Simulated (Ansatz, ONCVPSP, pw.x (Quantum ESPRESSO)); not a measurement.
# What a changed setting does to a pw.x run (bcc Mo)

Potential: optimised norm-conserving Vanderbilt (ONCV), ONCVPSP 4.0.1.1 (patched build), PBE; core [Ar] 3d10, reference 4s2 4p6 4d5 5s0.75 5p0.25; waves: 4s+5s: rc 1.95 bohr, ncon 4, nbas 7, qcut 7.2 1/bohr, 2 projectors; 4p+5p: rc 2.15 bohr, ncon 3, nbas 6, qcut 5.3 1/bohr, 2 projectors; 4d: rc 2.45 bohr, ncon 4, nbas 9, qcut 5.4 1/bohr, 2 projectors, debl 3.9 Ha; local part: polynomial inside 1.45 bohr (lpopt 5, dvloc0 0 Ha); core correction: Teter function, fcfact 5, rcfact 1.45.

The reference run (k-mesh 15³, cutoffs 50/200 Ry, Fermi–Dirac 0.01 Ry, mixing_beta 0.4, conv_thr 1e-9, no spin) gives 2.36 GPa at 15.802 Å³/atom, where all-electron LAPW gives -0.00 GPa. This run, with its own iteration cap, changes diagonalization to paro.

```
&control
  calculation='scf', prefix='x', pseudo_dir='./', outdir='./tmp', tstress=.true., disk_io='none'
/
&system
  ibrav=0, nat=1, ntyp=1, ecutwfc=50, ecutrho=200, nbnd=15,
  occupations='smearing', smearing='fd', degauss=0.01
/
&electrons
  conv_thr=1e-09, mixing_beta=0.4, electron_maxstep=50, diagonalization='paro'
/
ATOMIC_SPECIES
Mo 1.0 Mo.UPF
CELL_PARAMETERS angstrom
  -1.58082582 1.58082582 1.58082582
  1.58082582 -1.58082582 1.58082582
  1.58082582 1.58082582 -1.58082582
ATOMIC_POSITIONS crystal
Mo 0.0000 0.0000 0.0000
K_POINTS automatic
15 15 15 0 0 0
```

```bash
pw.x < Mo.scf.in > Mo.scf.out
```

Question: How does the run end?

Answer: It converges in 8 iterations; the free energy moves by +0.0 meV/atom and the pressure by +0.00 GPa. The result is that of the reference run.

```
Message from routine setup:
     using ibrav=0 with symmetry is DISCOURAGED, use correct ibrav instead
     lattice parameter (alat)  =       5.1742  a.u.
     unit-cell volume          =     106.6372 (a.u.)^3
     number of electrons       =        14.00
     number of Kohn-Sham states=           15
     kinetic-energy cutoff     =      50.0000  Ry
     charge density cutoff     =     200.0000  Ry
     scf convergence threshold =      1.0E-09
     Exchange-correlation= PBE
     number of k points=   120  Fermi-Dirac smearing, width (Ry)=  0.0100
     iteration #  1     ecut=    50.00 Ry     beta= 0.40
     total energy              =    -146.07550239 Ry
     estimated scf accuracy    <       0.13511015 Ry
     iteration #  2     ecut=    50.00 Ry     beta= 0.40
     total energy              =    -146.08001936 Ry
     estimated scf accuracy    <       0.01649880 Ry
     iteration #  3     ecut=    50.00 Ry     beta= 0.40
     total energy              =    -146.08171559 Ry
     estimated scf accuracy    <       0.00102279 Ry
     iteration #  4     ecut=    50.00 Ry     beta= 0.40
     total energy              =    -146.08176455 Ry
     estimated scf accuracy    <       0.00001218 Ry
     iteration #  5     ecut=    50.00 Ry     beta= 0.40
     total energy              =    -146.08176512 Ry
     estimated scf accuracy    <       0.00001329 Ry
     iteration #  6     ecut=    50.00 Ry     beta= 0.40
     total energy              =    -146.08176791 Ry
     estimated scf accuracy    <          2.6E-09 Ry
     iteration #  7     ecut=    50.00 Ry     beta= 0.40
     total energy              =    -146.08176791 Ry
     estimated scf accuracy    <       0.00000001 Ry
     iteration #  8     ecut=    50.00 Ry     beta= 0.40
     the Fermi energy is    21.2223 ev
!    total energy              =    -146.08176791 Ry
     estimated scf accuracy    <          7.3E-11 Ry
     smearing contrib. (-TS)   =      -0.00300043 Ry
     The total energy is F=E-TS. E is the sum of the following terms:
     one-electron contribution =     -16.84357342 Ry
     hartree contribution      =      17.62942637 Ry
     xc contribution           =     -27.47870225 Ry
     ewald contribution        =    -119.38591817 Ry
     convergence has been achieved in   8 iterations
          total   stress  (Ry/bohr**3)                   (kbar)     P=       23.67
     Message from routine punch:
     Nothing written, as per user request (disk_io='none')
```

The run took about 36 s on one core of a shared host (Intel(R) Xeon(R) Platinum 8259CL CPU @ 2.50GHz, 48 threads, 187 GiB, load 61).
